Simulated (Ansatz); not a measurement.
# CH$_{5}$N, singlet in cc-pVDZ: errors against RCCSDTQ

Geometry: MP2(full)/6-31G*, from the G2/97 set.

```xyz
7

C     0.0302    0.7392    0.0000
N     0.0302   -0.7249    0.0000
H    -0.9632    1.2110    0.0000
H    -0.4797   -1.0647    0.8124
H    -0.4797   -1.0647   -0.8124
H     0.5713    1.0915    0.8807
H     0.5713    1.0915   -0.8807
```

Basis cc-pVDZ; Ansatz 0.2.0. Correlated methods freeze the noble-gas cores, which leaves 14 electrons in 51 orbitals. R marks a restricted (for open shells ROHF) determinant. Active spaces: valence = (14e, 13o) chosen from the atoms' valence shells.

Full CI isn't at hand for all of this; RCCSDTQ serves as the reference, and is uncertain by about the last step of the cluster series.

The UHF ⟨S²⟩ is 0.000, the T1 diagnostic (RCCSD) is 0.0065 and the largest doubles amplitude (RCCSD) is 0.035.

```tsv
level	E − E(RCCSDTQ) (mEh)	share of correlation (%)	wall time
RHF	365.91	0.00	–
RMP2	40.16	89.02	–
CISD	39.49	89.21	1.6 s
RCCSD	9.51	97.40	–
RCCSD(T)	1.06	99.71	0.7 s
BCCD(T)	1.05	99.71	0.88 s
RCCSDT	0.55	99.85	–
RCCSDT(Q)	-0.04	100.01	23 s
CASSCF (valence space)	224.73	38.58	–
NEVPT2 (valence space)	46.41	87.32	13 s (H100)
MRCISD (valence space)	14.73	95.97	–
MRCISD+Q (valence space)	0.96	99.74	17 s (H100)
```

The correlation energy at RCCSDTQ, counted from RHF, is -9.957 eV. That run took 31 s on 5 threads of AMD EPYC 7R13 with a whole H100 80 GB, shared host.

Times hold each run's SCF and search for its determinant on a shared host, so for small cases they say little of a method's own cost; rows without a card ran on 1 thread of AMD EPYC 7R13.

Natural occupations of CASSCF (valence space) about the gap: 1.980 1.978 1.977 1.976 1.973 0.027 0.023 0.023 0.022 0.021; effectively unpaired electrons, Σ n²(2−n)², 0.02.

Atomization energy (electronic, same basis, no zero-point term; atoms at the same level, unrestricted beside the R rows where the molecule is a closed shell, with restricted open-shell steps beyond CCSDT(Q)) at RCCSDTQ: 2235.9 kJ/mol. Errors of other levels:

```tsv
level	error (kJ/mol)
RHF	-536.1
RMP2	-2.5
CISD	-95.1
RCCSD	-19.6
RCCSD(T)	-1.5
BCCD(T)	-1.2
RCCSDT	-1.3
RCCSDT(Q)	0.1
CASSCF (valence space)	-196.4
NEVPT2 (valence space)	-35.8
MRCISD (valence space)	-32.5
MRCISD+Q (valence space)	-8.1
```

This basis is far from its limit, so the value isn't to be set against a measured one. Truncated CI isn't size-consistent, which counts against it in atomization.
